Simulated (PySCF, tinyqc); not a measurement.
Worked calculation: G0W0 on RHF in the sto-3g basis, for HF, spin multiplicity 1. The lowest restricted solution is unstable here: a spin-polarised one lies 0.0003 hartree lower (PySCF). One step of it, computed by the program tinyqc.

Task: Orthogonalisation. S = U s U^T; symmetric (Loewdin) form X = U s^(-1/2) U^T, so that X^T S X = 1.

overlap S, lower triangle:
```
           1F 1s     1F 2s    1F 2px    1F 2py    1F 2pz     2H 1s
1F 1s   1.000000
1F 2s   0.237990  1.000000
1F 2px  0.000000  0.000000  1.000000
1F 2py  0.000000  0.000000  0.000000  1.000000
1F 2pz  0.000000  0.000000  0.000000  0.000000  1.000000
2H 1s   0.024135  0.274599  0.000000  0.000000  0.239866  1.000000
```

Give: eigenvalues of S; X.

Result:

eigenvalues of S: 0.5972  0.8510  1.0000  1.0000  1.1282  1.4236

X, lower triangle:
```
          1F 1s    1F 2s  1F 2px  1F 2py   1F 2pz   2H 1s
1F 1s    1.0227
1F 2s   -0.1272   1.0552
1F 2px   0.0000   0.0000  1.0000
1F 2py   0.0000   0.0000  0.0000  1.0000
1F 2pz  -0.0032   0.0281  0.0000  0.0000   1.0240
2H 1s    0.0147  -0.1534  0.0000  0.0000  -0.1312  1.0558
```
